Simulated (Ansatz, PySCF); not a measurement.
Species: thiooxirane, C$_{2}$H$_{4}$S (charge 0, singlet). 
Structure (B3LYP-D3(BJ)/def2-TZVP (Ansatz, a program for electronic structure) minimum search):
```
C
H 1 1.0824
H 1 1.0824 2 114.91
C 1 1.4789 2 118.24 3 147.30
H 4 1.0824 1 118.24 2 0.00
H 4 1.0824 5 114.91 1 147.30
S 1 1.8219 2 115.22 3 -137.55
```


Quantity: enthalpy of formation at 298 K (from the atomisation energy, B3LYP-D3(BJ)/def2-TZVP harmonic zero-point and thermal terms from PySCF, and the atoms' enthalpies of formation in the G2/97 table; no spin-orbit terms, and no core term in the frozen-core levels), in kcal/mol. Cores are frozen in the correlated levels unless marked. UHF or UKS for open shells. No spin-orbit coupling. No relativistic terms. The coupled-cluster limit lacks core correlation, which all-electron functionals hold. CBS marks a two-point X^-3 extrapolation of the correlation energy; Hartree-Fock from the larger set. The bracket is a focal-point correction in the basis named.

Measured: 19.6 kcal/mol (G2/97 table in ASE (Curtiss et al.)); it holds spin-orbit and relativistic effects, which these rows lack, and core correlation, which the frozen-core levels lack. This is an older compilation, not checked against later work.

```json
[
 {"level": "PBE-D3(BJ)/def2-TZVPD", "program": "Ansatz + dftd3", "enthalpy of formation at 298 K (kcal/mol)": "1.3", "error against measurement": "-18.3"},
 {"level": "r2SCAN-D4/def2-TZVPD", "program": "Ansatz + dftd4", "enthalpy of formation at 298 K (kcal/mol)": "15.8", "error against measurement": "-3.8"},
 {"level": "PBE0/6-31G*", "program": "Ansatz", "enthalpy of formation at 298 K (kcal/mol)": "15.3", "error against measurement": "-4.3"},
 {"level": "PW6B95-D4/def2-TZVPD", "program": "PySCF + dftd4", "enthalpy of formation at 298 K (kcal/mol)": "13.2", "error against measurement": "-6.4"},
 {"level": "B2PLYP-D3(BJ)/def2-TZVPD", "program": "Ansatz + dftd3", "enthalpy of formation at 298 K (kcal/mol)": "25.4", "error against measurement": "5.8"},
 {"level": "CCSD(T)/aug-cc-pV(D+d)Z", "program": "Ansatz", "enthalpy of formation at 298 K (kcal/mol)": "62.2", "error against measurement": "42.6"},
 {"level": "RI-MP2/CBS(cc-pV(T+d)Z,cc-pV(Q+d)Z)+[CCSD(T)-MP2]/cc-pV(T+d)Z", "program": "Ansatz", "enthalpy of formation at 298 K (kcal/mol)": "18.6", "error against measurement": "-1.0"}
]
```
